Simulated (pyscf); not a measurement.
This saddle point was located with ωB97X-D3(BJ)/def2-SVP in PySCF.

```
Si
H 1 1.4947
H 1 1.4953 2 107.87
C 1 1.8853 2 110.62 3 121.11
H 4 1.1013 1 111.04 2 -59.74
H 4 1.1014 5 108.15 1 121.64
H 4 1.1015 5 108.17 6 116.84
Si 1 2.3352 2 108.53 3 -118.43
H 8 1.4934 1 112.73 2 54.38
H 8 1.4948 9 108.98 1 -124.14
H 8 1.5666 9 107.89 10 -116.08
H 11 1.2873 10 142.98 8 178.52
```
Charge 0, spin multiplicity 2.

Surface: doublet, charge 0. Lowest wavenumbers (cm⁻¹): 857i, 67, 121, 155, 177.

Question: Name the species on either side of this saddle.

Answer: H₃C–SiH₂–SiH₃ + H atom (H•) <-> H₃C–SiH₂–SiH₂• + hydrogen (H₂), a hydrogen abstraction read from left to right: H–Si broken and H–H formed. At ωB97M-D3(BJ)/def2-TZVP it lies +4.0 kcal/mol from the left side and +18.7 kcal/mol from the right (each side as separated species at their lowest minima found). One saddle was located; it need not be the lowest between these sides. The angle at the transferred H is 178°.
